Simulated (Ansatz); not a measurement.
Process, species as SMILES: O (H2O) → [OH] (OH) + H atom
B3LYP-D3(BJ)/def2-TZVP geometries, fixed; electronic energies without zero-point terms.
Largest species:
```
O
H 1 0.9627
H 1 0.9627 2 105.24
```

Basis-set convergence of the bond dissociation energy at B3LYP with Ansatz (a first-principles code). Cartesian d functions, on some or all atoms, in 6-31G*, 6-31G**; all else is spherical. The program fits the integrals of some runs and decomposes those of others, by size. Open shells are unrestricted. No added dispersion term, no relativity. Functions are those of the species that has most. Reference: the value in aug-cc-pV5Z, 122.88 kcal/mol, itself unsure by roughly 0.02 kcal/mol (its mean distance from pcseg-4, aug-pcseg-3, aug-cc-pVQZ). Deviations are taken from unrounded values.

```json
[
 {"basis": "STO-3G", "functions": "7"},
 {"basis": "3-21G", "functions": "13"},
 {"basis": "6-31G", "functions": "13"},
 {"basis": "def2-SV(P)", "functions": "18"},
 {"basis": "6-31G*", "functions": "19"},
 {"basis": "def2-SVP", "functions": "24"},
 {"basis": "6-31G**", "functions": "25"},
 {"basis": "6-311G**", "functions": "30"},
 {"basis": "aug-pcseg-1", "functions": "41"},
 {"basis": "def2-TZVP", "functions": "43"},
 {"basis": "def2-TZVPP", "functions": "59"},
 {"basis": "aug-pcseg-2", "functions": "92"},
 {"basis": "def2-QZVPP", "functions": "117"},
 {"basis": "aug-pcseg-3", "functions": "183"}
]
```

Task: Which is the smallest set listed that can be trusted to 0.5 kcal/mol here, that is, within that of the reference together with its larger relatives (same family, alike in diffuse functions; a set with none to test it counts only in the reference's own line)?

Result: The smallest set listed that lies within 0.5 kcal/mol of the reference with all its larger relatives (same family, alike in diffuse functions; a set with none counts only in the reference's own line) is aug-pcseg-2 (92 functions, -0.01 kcal/mol off). Inside, with no larger relative to test it: def2-QZVPP. Value minus reference: STO-3G -5.83, 3-21G -14.34, 6-31G -11.83, def2-SV(P) -10.42, 6-31G* -6.70, def2-SVP -3.96, 6-31G** -3.07, 6-311G** -3.20, aug-pcseg-1 -1.30, def2-TZVP -1.95, def2-TZVPP -0.72, aug-pcseg-2 -0.01, def2-QZVPP -0.22, aug-pcseg-3 0.02 kcal/mol.
